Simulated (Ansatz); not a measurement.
# Worked example: correlation energy of H2N–C, doublet

Geometry: displaced at random from a stationary point.

| atom | x (Å) | y (Å) | z (Å) |
| --- | --- | --- | --- |
| N | 0.0740 | 0.0001 | 0.5050 |
| C | -0.0909 | 0.0085 | -0.7691 |
| H | -0.0143 | 0.8329 | 1.0645 |
| H | 0.0689 | -0.9360 | 1.0827 |

Basis cc-pVDZ; Ansatz 0.2.0. Correlated methods freeze the noble-gas cores, which leaves 11 electrons in 36 orbitals. Prefix R: restricted or restricted open-shell reference; prefix U: unrestricted.

Full CI isn't at hand for all of this; UCCSDT(Q) serves as the reference, and is uncertain by about the last step of the cluster series.

Runs differ by some tens of microhartree through their thresholds and, for an open shell, their frozen cores, so steps under 0.03 kcal/mol mean nothing.

```tsv
level	total energy (hartree)
UHF	-93.384683
UMP2	-93.644186
UCCSD	-93.670741
UCCSD(T)	-93.679554
UCCSDT	-93.680334
UCCSDT(Q)	-93.681024
```

**Question.** What is the correlation energy at UCCSDT(Q), and what share of it do UMP2 and UCCSD(T) recover?

**Answer.** E(corr) = -93.681024 − (-93.384683) = -0.296341 hartree = -8.064 eV. UMP2: -0.259503 / -0.296341 = 87.57 %. UCCSD(T): -0.294871 / -0.296341 = 99.50 %.

**Question.** By how many kcal/mol does UCCSD(T) miss UCCSDT(Q) (1 hartree = 627.509 kcal/mol), and which steps make up the rest?

**Answer.** -93.679554 − (-93.681024) = 0.001470 hartree = 0.92 kcal/mol. Steps: UCCSDT − UCCSD(T) = -0.49, UCCSDT(Q) − UCCSDT = -0.43 kcal/mol. Differences between like states or geometries often cancel part of this.
